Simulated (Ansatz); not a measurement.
A first, cheap relaxation of C4H6O (`C=C=CCO`).

```yaml
crystal:
  periodic: [false, false, false]
  atoms:
    - {symbol: C, position_ang: [-1.416800, 0.911500, 1.445900]}
    - {symbol: C, position_ang: [-0.774200, 0.113800, 0.729400]}
    - {symbol: C, position_ang: [-0.109500, -0.726900, 0.011500]}
    - {symbol: C, position_ang: [1.306300, -0.424700, -0.628900]}
    - {symbol: O, position_ang: [1.050400, -0.429800, -2.050300]}
    - {symbol: H, position_ang: [-2.463300, 1.261500, 1.123000]}
    - {symbol: H, position_ang: [-1.039700, 1.374700, 2.356200]}
    - {symbol: H, position_ang: [-0.442600, -1.706400, -0.143300]}
    - {symbol: H, position_ang: [1.648100, 0.547300, -0.272900]}
    - {symbol: H, position_ang: [1.961800, -1.213300, -0.355900]}
    - {symbol: H, position_ang: [0.344900, 0.235400, -2.194100]}
basis:
  gaussian: {orbitals: def2-SVP}
hamiltonian: {xc: pbe, dispersion: d4}
relax: {f_tol: 0.03, max_steps: 200}
```

```sh
$ ansatz run in.yaml --threads 4 --pin off --events-out ev --progress --plain
```

It prints (some lines left out):

```
Functional definition: PBE
  name "PBE"
  cite "Perdew, Burke & Ernzerhof, Phys. Rev. Lett. 77, 3865 (1996) doi:10.1103/PhysRevLett.77.3865"
  parent pbe
  parameter kappa = 0.804
  parameter beta = 0.06672455060314922
  exchange = pbe_x(kappa = kappa, mu = beta*pi^2/3)
  correlation = pbe_c(beta = beta)
mean field -6277.41415664 eV, -230.6907152723 hartree, gradient 1.7e-5 eV, S^2 0.000000; 0 other end points of the search recorded, 0 dependent functions left out
the calculation of the forces begins
relax step   1: F+E_penalty+E_count = -6277.59334276 eV  Δ(F+E_penalty+E_count) = +0.000e0 eV  max|allowed force component| = 4.403e0 eV/Å  Δτ_max = 0.0000 Å  (29 SCF iters, accepted)
these checks for a lower state are left out or cut short: starts, cluster_reference, orbital_swaps, neighbouring_geometries, increment
mean field -6278.14996439 eV, -230.7177557085 hartree, gradient 1.4e-5 eV, S^2 0.000000; 0 other end points of the search recorded, 0 dependent functions left out
the calculation of the forces begins
relax step   2: F+E_penalty+E_count = -6278.32702894 eV  Δ(F+E_penalty+E_count) = -7.337e-1 eV  max|allowed force component| = 1.353e0 eV/Å  Δτ_max = 0.1999 Å  (30 SCF iters, accepted)
these checks for a lower state are left out or cut short: starts, cluster_reference, orbital_swaps, neighbouring_geometries, increment
mean field -6278.25470552 eV, -230.7216048741 hartree, gradient 7.8e-6 eV, S^2 0.000000; 0 other end points of the search recorded, 0 dependent functions left out
the calculation of the forces begins
relax step   3: F+E_penalty+E_count = -6278.43122835 eV  Δ(F+E_penalty+E_count) = -1.042e-1 eV  max|allowed force component| = 8.564e-1 eV/Å  Δτ_max = 0.1949 Å  (31 SCF iters, accepted)
these checks for a lower state are left out or cut short: starts, cluster_reference, orbital_swaps, neighbouring_geometries, increment
mean field -6278.28588742 eV, -230.7227507876 hartree, gradient 6.6e-6 eV, S^2 0.000000; 0 other end points of the search recorded, 0 dependent functions left out
the calculation of the forces begins
relax step   4: F+E_penalty+E_count = -6278.46249311 eV  Δ(F+E_penalty+E_count) = -3.126e-2 eV  max|allowed force component| = 3.698e-1 eV/Å  Δτ_max = 0.0970 Å  (31 SCF iters, accepted)
these checks for a lower state are left out or cut short: starts, cluster_reference, orbital_swaps, neighbouring_geometries, increment
mean field -6278.30592327 eV, -230.7234870916 hartree, gradient 2.7e-5 eV, S^2 0.000000; 0 other end points of the search recorded, 0 dependent functions left out
the calculation of the forces begins
relax step   5: F+E_penalty+E_count = -6278.48205142 eV  Δ(F+E_penalty+E_count) = -1.956e-2 eV  max|allowed force component| = 1.427e-1 eV/Å  Δτ_max = 0.0709 Å  (30 SCF iters, accepted)
these checks for a lower state are left out or cut short: starts, cluster_reference, orbital_swaps, neighbouring_geometries, increment
mean field -6278.30622625 eV, -230.7234982257 hartree, gradient 6.6e-6 eV, S^2 0.000000; 0 other end points of the search recorded, 0 dependent functions left out
the calculation of the forces begins
relax step   6: F+E_penalty+E_count = -6278.48278491 eV  Δ(F+E_penalty+E_count) = -7.335e-4 eV  max|allowed force component| = 2.341e-1 eV/Å  Δτ_max = 0.0464 Å  (31 SCF iters, accepted)
these checks for a lower state are left out or cut short: starts, cluster_reference, orbital_swaps, neighbouring_geometries, increment
mean field -6278.31151075 eV, -230.7236924275 hartree, gradient 7.0e-6 eV, S^2 0.000000; 0 other end points of the search recorded, 0 dependent functions left out
the calculation of the forces begins
relax step   7: F+E_penalty+E_count = -6278.48778540 eV  Δ(F+E_penalty+E_count) = -5.000e-3 eV  max|allowed force component| = 5.700e-2 eV/Å  Δτ_max = 0.0211 Å  (32 SCF iters, accepted)
these checks for a lower state are left out or cut short: starts, cluster_reference, orbital_swaps, neighbouring_geometries, increment
mean field -6278.31152002 eV, -230.7236927682 hartree, gradient 1.7e-5 eV, S^2 0.000000; 0 other end points of the search recorded, 0 dependent functions left out
the calculation of the forces begins
relax step   8: F+E_penalty+E_count = -6278.48779426 eV  Δ(F+E_penalty+E_count) = -8.862e-6 eV  max|allowed force component| = 5.683e-2 eV/Å  Δτ_max = 0.0002 Å  (19 SCF iters, accepted)
these checks for a lower state are left out or cut short: starts, cluster_reference, orbital_swaps, neighbouring_geometries, increment
mean field -6278.31123007 eV, -230.7236821129 hartree, gradient 7.1e-6 eV, S^2 0.000000; 0 other end points of the search recorded, 0 dependent functions left out
the calculation of the forces begins
relax step   9: F+E_penalty+E_count = -6278.48756508 eV  Δ(F+E_penalty+E_count) = +2.292e-4 eV  max|allowed force component| = 1.179e-1 eV/Å  Δτ_max = 0.0067 Å  (33 SCF iters, rejected (line search))
these checks for a lower state are left out or cut short: starts, cluster_reference, orbital_swaps, neighbouring_geometries, increment
mean field -6278.31194032 eV, -230.7237082142 hartree, gradient 7.2e-6 eV, S^2 0.000000; 0 other end points of the search recorded, 0 dependent functions left out
the calculation of the forces begins
relax step  10: F+E_penalty+E_count = -6278.48823314 eV  Δ(F+E_penalty+E_count) = -4.389e-4 eV  max|allowed force component| = 3.096e-2 eV/Å  Δτ_max = 0.0033 Å  (33 SCF iters, accepted)
these checks for a lower state are left out or cut short: starts, cluster_reference, orbital_swaps, neighbouring_geometries, increment
mean field -6278.31312312 eV, -230.7237516811 hartree, gradient 7.5e-6 eV, S^2 0.000000; 0 other end points of the search recorded, 0 dependent functions left out
the calculation of the forces begins
relax step  11: F+E_penalty+E_count = -6278.48942593 eV  Δ(F+E_penalty+E_count) = -1.193e-3 eV  max|allowed force component| = 4.352e-2 eV/Å  Δτ_max = 0.0311 Å  (32 SCF iters, accepted)
these checks for a lower state are left out or cut short: starts, cluster_reference, orbital_swaps, neighbouring_geometries, increment
mean field -6278.31355027 eV, -230.7237673785 hartree, gradient 7.2e-6 eV, S^2 0.000000; 0 other end points of the search recorded, 0 dependent functions left out
the calculation of the forces begins
relax step  12: F+E_penalty+E_count = -6278.48976387 eV  Δ(F+E_penalty+E_count) = -3.379e-4 eV  max|allowed force component| = 5.072e-2 eV/Å  Δτ_max = 0.0440 Å  (32 SCF iters, accepted)
these checks for a lower state are left out or cut short: starts, cluster_reference, orbital_swaps, neighbouring_geometries, increment
mean field -6278.31387694 eV, -230.7237793836 hartree, gradient 7.3e-6 eV, S^2 0.000000; 0 other end points of the search recorded, 0 dependent functions left out
the calculation of the forces begins
relax step  13: F+E_penalty+E_count = -6278.49007929 eV  Δ(F+E_penalty+E_count) = -3.154e-4 eV  max|allowed force component| = 3.270e-2 eV/Å  Δτ_max = 0.0161 Å  (33 SCF iters, accepted)
these checks for a lower state are left out or cut short: starts, cluster_reference, orbital_swaps, neighbouring_geometries, increment
mean field -6278.31437752 eV, -230.7237977796 hartree, gradient 7.3e-6 eV, S^2 0.000000; 0 other end points of the search recorded, 0 dependent functions left out
the calculation of the forces begins
relax step  14: F+E_penalty+E_count = -6278.49036290 eV  Δ(F+E_penalty+E_count) = -2.836e-4 eV  max|allowed force component| = 6.089e-2 eV/Å  Δτ_max = 0.0392 Å  (32 SCF iters, accepted)
these checks for a lower state are left out or cut short: starts, cluster_reference, orbital_swaps, neighbouring_geometries, increment
mean field -6278.31452641 eV, -230.7238032512 hartree, gradient 7.1e-6 eV, S^2 0.000000; 0 other end points of the search recorded, 0 dependent functions left out
the calculation of the forces begins
relax step  15: F+E_penalty+E_count = -6278.49045875 eV  Δ(F+E_penalty+E_count) = -9.585e-5 eV  max|allowed force component| = 2.176e-2 eV/Å  Δτ_max = 0.0177 Å  (32 SCF iters, accepted)
mean field -6278.31452641 eV, -230.7238032512 hartree, gradient 2.0e-5 eV, S^2 0.000000; 1 other end points of the search recorded, 0 dependent functions left out
the calculation of the forces begins
Total energy: -6278.49049204 eV, -230.7302698688 hartree
Atom 0 at    -1.450762     0.956457     1.525237 Å, force    -0.006985     0.006469     0.008667 eV/Å
Atom 1 at    -0.775957     0.111661     0.773664 Å, force     0.006708    -0.010923    -0.010674 eV/Å
Atom 2 at    -0.077368    -0.721149     0.025070 Å, force    -0.007932     0.006708    -0.016716 eV/Å
Atom 3 at     1.219149    -0.365530    -0.673725 Å, force     0.007940    -0.015550    -0.000597 eV/Å
Atom 4 at     1.146535    -0.567888    -2.074634 Å, force    -0.019867    -0.003641    -0.006921 eV/Å
Atom 5 at    -2.222217     1.620543     1.098183 Å, force     0.001180     0.003629    -0.001209 eV/Å
Atom 6 at    -1.274783     1.025314     2.612726 Å, force    -0.001746     0.001622     0.005708 eV/Å
Atom 7 at    -0.457652    -1.745445    -0.151429 Å, force     0.011930     0.001345     0.002110 eV/Å
Atom 8 at     1.514725     0.676029    -0.401728 Å, force     0.008126     0.001551     0.021757 eV/Å
Atom 9 at     2.026768    -1.040273    -0.314656 Å, force    -0.001863     0.015018     0.000984 eV/Å
Atom 10 at     0.416963    -0.006619    -2.398106 Å, force     0.002508    -0.006226    -0.003109 eV/Å
Dipole moment:    -0.181425     0.189195     0.118135 e Å
```

Run time 12 s (4 threads of a server CPU on a shared host); peak host memory 0.13 GiB.
